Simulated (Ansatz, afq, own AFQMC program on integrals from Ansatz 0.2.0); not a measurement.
**SiH₄Cl, doublet in cc-pVTZ, levels against AFQMC with the constraint released**

```csv
atom,x (Å),y (Å),z (Å)
Cl,-1.4878,0.0000,0.0000
H,0.2052,0.0000,0.0000
Si,1.6452,0.0000,0.0000
H,2.0952,-1.4163,0.0000
H,2.0952,0.7081,-1.2265
H,2.0952,0.7081,1.2265
```

Connectivity, by distances: Cl ··· SiH3, 1 bridging H.

Basis cc-pVTZ. Only valence electrons are correlated. Integrals, coupled cluster, full CI and functionals: Ansatz 0.2.0; the random walks run on the same integrals in our own AFQMC program. The CISD trial takes its coefficients from CCSD amplitudes. Released means that phaseless walkers are propagated on without the constraint, phases kept. Uncertainties: one standard error, sampling alone.

Determinant: UHF, the one that the program's search chose, which needn't be the lowest solution. The geometry is a point of a scan.

No full CI on the walks' own integrals is used here. The released AFQMC energy serves as the reference, which it does only where one determinant dominates, the energy is flat over the last release times and near the phaseless one (40 meV or 2 meV an electron, half that with transition metals). On small molecules, where full CI could be run and the noise was under 10 meV, such values lay within 10 meV of it in 19 cases of 20, a flattering rate, since the rule was set on those same cases; what remains of the bias isn't in the error bar.

Cautions: the released value is read at 1.50 1/Eh with a noise of 10 meV, more than in the cases checked (meV from the phaseless value at times in 1/Eh: -4 ± 8 at 0.24, -10 ± 5 at 0.51, -16 ± 6 at 0.99, 0 ± 10 at 1.50).

```
T1 diagnostic                               : 0.0151
weight of the determinant in the CISD state : 0.849
⟨S²⟩ of the determinant                     : 0.768
size of the correlated space                : 15 electrons in 114 orbitals
```

| level | correlation energy (eV) |
| --- | --- |
| MP2 | -8.7412 |
| CCSD | -10.0780 |
| CCSD(T) | -10.4019 |

**Question.** Estimate where phaseless AFQMC with a CISD trial lies against CCSD(T) on the same integrals.

**Answer.** 3.7 ± 0.8 kJ/mol below CCSD(T).

Reference: AFQMC with the constraint released, correlation energy -10.440 ± 0.010 eV.

| level | E − E(reference) (kJ/mol) | share of correlation (%) |
| --- | --- | --- |
| CCSD(T) | 3.7 ± 1.0 | 99.63 |
| ph-AFQMC/CISD | 0.0 ± 1.3 | 100.00 |

A walk keeps the symmetry of its determinant, which the program's search chose and which needn't be the lowest solution, so a lower state of the same spin and another symmetry isn't excluded. Released energies are given only where the last usable release times agree within the noise; a slower fall can still hide under it.
